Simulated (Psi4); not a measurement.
**CH4Si (SMILES C=[SiH2]) at CAM-B3LYP/cc-pVTZ (sweep point 6)**

What is the vertical electron affinity of CH4Si at CAM-B3LYP/cc-pVTZ (sweep point 6)? 

The results are computed with Psi4 1.11.

4 further runs of the same task are left out: 4 set aside as unsound or not needed.

**1. Starting point**

The species is CH4Si (6 atoms), meant as a singlet with charge 0. As SMILES, `C=[SiH2]`. Geometry: relaxed at GFN2-xTB.

Bond lengths: C1–Si2 1.748 Å, C1–H3 1.077 Å, C1–H4 1.077 Å, Si2–H5 1.458 Å, Si2–H6 1.458 Å. Angles: C1–Si2–H5 124.5°, C1–Si2–H6 124.6°, Si2–C1–H3 122.4°, Si2–C1–H4 122.5°, H5–Si2–H6 110.9°, H3–C1–H4 115.0°.

**2. The energy at CAM-B3LYP/cc-pVTZ (sweep point 6)**

run.py

```python
import psi4

psi4.set_memory('1600 MB')
psi4.set_num_threads(1)
psi4.set_output_file('run.log', False)

geom = psi4.geometry("""
C     -0.738690    -0.547160    -0.265100
Si     0.611270     0.451760     0.218260
H     -1.408510    -0.996610     0.448130
H     -0.962920    -0.758160    -1.296740
H      0.952980     0.765970     1.600750
H      1.545870     1.084200    -0.705300
units angstrom
symmetry c1
""")

psi4.set_options({
    'puream': True,
    'scf_type': 'pk',
    'dft_radial_points': 99,
    'dft_spherical_points': 590,
})

E = psi4.energy('cam-b3lyp/cc-pVTZ', molecule=geom)
print(f'cam-b3lyp/cc-pVTZ energy: {E:.10f} Eh')
```

Command:

```sh
$ python run.py
```

run.log:

```text
[...]
  Running in c1 symmetry.
[...]
  Nuclear repulsion =   50.789467282495202
[...]
  Multiplicity = 1
[...]
  Nalpha       = 12
  Nbeta        = 12
[...]
    Number of basis functions: 120
[...]
   @RKS iter   1:  -329.66580211070374   -3.37418e-01   6.08537e-03 ADIIS/DIIS
[...]
   @RKS iter   8:  -329.93983960226058   -2.58626e-07   7.83823e-07 DIIS
[...]
    Orbital Energies [Eh]
    ---------------------
    Doubly Occupied:
       1A    -66.210824     2A    -10.238503     3A     -5.359420
       4A     -3.720769     5A     -3.717368     6A     -3.715120
       7A     -0.748754     8A     -0.589962     9A     -0.486799
      10A     -0.424608    11A     -0.421733    12A     -0.282985
[...]
  @RKS Final Energy:  -329.93983960226058
   => Energetics <=
    Nuclear Repulsion Energy =             50.7894672824952025
    One-Electron Energy =                -555.3403258019932309
    Two-Electron Energy =                 195.3643679150123944
    DFT Exchange-Correlation Energy =     -20.7533489977749035
    Empirical Dispersion Energy =           0.0000000000000000
    VV10 Nonlocal Energy =                  0.0000000000000000
    Total Energy =                       -329.9398396022605198
[...]
 Multipole Moments:
 ------------------------------------------------------------------------------------
     Multipole            Electronic (a.u.)      Nuclear  (a.u.)        Total (a.u.)
 ------------------------------------------------------------------------------------
 L = 1.  Multiply by 2.5417464519 to convert [e a0] to [Debye]
 Dipole X            :          0.8286400           -0.5841856            0.2444544
 Dipole Y            :          0.6104156           -0.4294313            0.1809843
 Dipole Z            :          0.2932009           -0.2060642            0.0871367
 Magnitude           :                                                    0.3163954
[...]
```

The script printed:

```text
cam-b3lyp/cc-pVTZ energy: -329.9398396023 Eh
```

Run time: 44 s. Hardware: 1 thread of AMD EPYC 7R43 (Zen 3), shared host; peak memory 1.1 GiB.

**3. The doublet anion, same level**

run.py

```python
import psi4

psi4.set_memory('1600 MB')
psi4.set_num_threads(1)
psi4.set_output_file('run.log', False)

molecule = psi4.geometry("""
-1 2
C     -0.738690    -0.547160    -0.265100
Si     0.611270     0.451760     0.218260
H     -1.408510    -0.996610     0.448130
H     -0.962920    -0.758160    -1.296740
H      0.952980     0.765970     1.600750
H      1.545870     1.084200    -0.705300
symmetry c1
""")

options = {'reference': 'uks', 'puream': True, 'scf_type': 'pk', 'dft_radial_points': 99, 'dft_spherical_points': 590, 'maxiter': 150}
psi4.set_options(options)

E, wfn = psi4.energy("cam-b3lyp/cc-pVTZ", return_wfn=True)
print(f'cam-b3lyp/cc-pVTZ energy: {E:.10f} Eh')
```

Command:

```sh
$ python run.py
```

run.log:

```text
[...]
  Running in c1 symmetry.
[...]
  Nuclear repulsion =   50.789467282495202
[...]
  Multiplicity = 2
[...]
  Nalpha       = 13
  Nbeta        = 12
[...]
    Number of basis functions: 120
[...]
   @UKS iter   1:  -329.54601514173658   -2.17631e-01   6.94365e-03 DIIS/ADIIS
[...]
   @UKS iter   9:  -329.91381199275344   -4.59263e-07   9.14403e-07 DIIS
[...]
   @S^2 Observed:                7.577348685E-01
[...]
    Orbital Energies [Eh]
    ---------------------
    Alpha Occupied:
       1A    -65.950725     2A     -9.983658     3A     -5.100832
       4A     -3.460904     5A     -3.460204     6A     -3.457516
       7A     -0.519023     8A     -0.359745     9A     -0.259391
      10A     -0.192279    11A     -0.189390    12A     -0.077050
      13A      0.059955
    Alpha Virtual:
      14A      0.259491    15A      0.282341    16A      0.312315
      17A      0.328485    18A      0.333165    19A      0.387797
      20A      0.419570    21A      0.463586    22A      0.499870
      23A      0.502759    24A      0.514522    25A      0.562939
[...]
  @UKS Final Energy:  -329.91381199275344
   => Energetics <=
    Nuclear Repulsion Energy =             50.7894672824952025
    One-Electron Energy =                -561.1741991526323545
    Two-Electron Energy =                 201.3652308797967692
    DFT Exchange-Correlation Energy =     -20.8943110024130441
    Empirical Dispersion Energy =           0.0000000000000000
    VV10 Nonlocal Energy =                  0.0000000000000000
    Total Energy =                       -329.9138119927533808
[...]
 Multipole Moments:
 ------------------------------------------------------------------------------------
     Multipole            Electronic (a.u.)      Nuclear  (a.u.)        Total (a.u.)
 ------------------------------------------------------------------------------------
 L = 1.  Multiply by 2.5417464519 to convert [e a0] to [Debye]
 Dipole X            :          0.5568700           -0.5841856           -0.0273156
 Dipole Y            :          0.4108463           -0.4294313           -0.0185850
 Dipole Z            :          0.1959562           -0.2060642           -0.0101080
 Magnitude           :                                                    0.0345502
[...]
```

Standard output:

```text
cam-b3lyp/cc-pVTZ energy: -329.9138119928 Eh
```

Wall time 72 s (1 thread of AMD EPYC 7R43 (Zen 3), shared host); peak memory 1.1 GiB.

**4. What came out**

At CAM-B3LYP/cc-pVTZ (sweep point 6):

```
                                         quantity          value
                      singlet CH4Si: total energy  -329.93984 Eh
                     singlet CH4Si: dipole moment         0.80 D
                       singlet CH4Si: HOMO energy       -7.70 eV
                       singlet CH4Si: LUMO energy       -0.21 eV
                     singlet CH4Si: HOMO–LUMO gap        7.50 eV
                      doublet anion: total energy  -329.91381 Eh
doublet anion: HOMO energy (highest over α and β)        1.63 eV
 doublet anion: LUMO energy (lowest over α and β)        6.48 eV
                              doublet anion: ⟨S²⟩          0.758
vertical electron affinity (to the doublet anion)      -0.708 eV
```

In words: The anion lies 0.71 eV (16.3 kcal/mol) above the neutral: the electron isn't bound at this level, and such a value depends on the basis. Without diffuse functions anions come out too high. The HOMO (doublet anion) lies at positive energy, 1.63 eV; only total energies tell whether the electron is bound.
